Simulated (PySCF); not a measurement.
# Orbital picture of AlCl⁺

CAM-B3LYP at R = 2.067 Å; basis Al STO-3G, Cl STO-3G; no relativity; PySCF 2.14. State: ²Σ⁺ (doublet), unpaired electrons σ ↑. Only the outer orbitals are listed, counted within each symmetry.

```
spin  orbital  occ.  ε (eV)  on Al (%)            main shells (%)
   α       7σ     1  -29.28          6                    90 Cl s
   α       8σ     1  -18.61         45  45 Cl p, 45 Al s, 10 Cl s
   α       3π     1  -15.34          5                    95 Cl p
   α       3π     1  -15.34          5                    95 Cl p
   α       9σ     1  -14.71         66  43 Al s, 34 Cl p, 23 Al p
   α       4π     0   -3.83         95                    95 Al p
   α       4π     0   -3.83         95                    95 Al p
   α      10σ     0    1.20         82           75 Al p, 17 Cl p
   β       7σ     1  -28.92          7                    90 Cl s
   β       8σ     1  -17.43         39  51 Cl p, 35 Al s, 11 Cl s
   β       3π     1  -15.21          5                    96 Cl p
   β       3π     1  -15.21          5                    96 Cl p
   β       9σ     0   -8.66         73  57 Al s, 27 Cl p, 16 Al p
   β       4π     0   -2.93         95                    96 Al p
   β       4π     0   -2.93         95                    96 Al p
```

**Question.** Which are the highest filled and the lowest empty level, where do they sit, and how wide is the gap?

**Answer.** Highest filled α 9σ at -14.71 eV (in %: 43 Al s, 34 Cl p, 23 Al p); lowest empty β 9σ at -8.66 eV (in %: 57 Al s, 27 Cl p, 16 Al p); the gap at CAM-B3LYP is 6.05 eV.

```
bond order (Mayer)                                                                                                 : 1.16
⟨S²⟩                                                                                                               : 0.754
charge on Al (Mulliken, basis-dependent)                                                                           : 1.17
charge on Al (Löwdin, basis-dependent)                                                                             : 1.09
dipole moment (positive dipole points towards Cl; it is taken about the centre of mass and depends on that origin) : -7.29 D
polarisability along the bond                                                                                      : 28.5 bohr³
polarisability across the bond                                                                                     : 9.8 bohr³
```

STO-3G is very small, so such numbers show the basis as much as the molecule. The state is the lowest determinant that a PBE0 search found; another state may lie lower at other levels.
